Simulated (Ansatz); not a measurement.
# Lattice parameter a of some III–V compounds

Method: PBE-D3(BJ) (Ansatz, a first-principles code, PAW). References are measured values corrected to a static lattice or taken at low temperature (these still hold zero-point motion). The table is a random draw of 8 from 10 solids with such references.

Values in Å.

| solid | reference | PBE-D3(BJ) | error (%) |
|---|---|---|---|
| zinc-blende InP | 5.858 | 5.893 | +0.60 |
| zinc-blende InSb | 6.468 | 6.544 | +1.18 |
| zinc-blende GaAs | 5.64 | 5.676 | +0.64 |
| zinc-blende GaP | 5.439 | 5.446 | +0.13 |
| zinc-blende AlAs | 5.649 | 5.665 | +0.28 |
| zinc-blende BP | 4.525 | 4.507 | -0.40 |
| cubic BN | 3.593 | 3.607 | +0.39 |
| zinc-blende AlP | 5.451 | 5.452 | +0.02 |

Over these 8 solids the mean error is +0.35 %, the mean absolute error 0.45 % (median 0.39 %), and the worst case zinc-blende InSb at +1.18 %; the value is too high in 7 of 8 cases. Over all 10, from unrounded values, the mean error is +0.38 % and the mean absolute error 0.47 % (median 0.38 %). Caveats on values not shown: the gap of the solid is closed in this run (1).

All these references are brought to a static lattice.

Spin–orbit coupling is left out, also for the solids with elements from indium on (zinc-blende InP, zinc-blende InSb); its size isn't shown.

Differences are worked out from the printed values.

Caveats: the gap of the solid is closed in this run (zinc-blende InSb). Ansatz's density-functional and Hartree–Fock values are scalar-relativistic unless marked +SOC, with PAW data made under PBE.

Not in this set, of the III–V compounds with a reference value in our tables and a result at some level: 4 for a reference at room or unstated temperature; 1 for a high-temperature or high-pressure phase. These can be a level's best or worst cases. At least 3 more with a reference value are held back for tests. Solids without a released value at any level aren't counted. Layered and molecular crystals are counted apart.

References as tabulated in Mejia-Rodriguez and Trickey (2018), arXiv:1807.09216; Goldzak et al. (2022), arXiv:2208.04865.
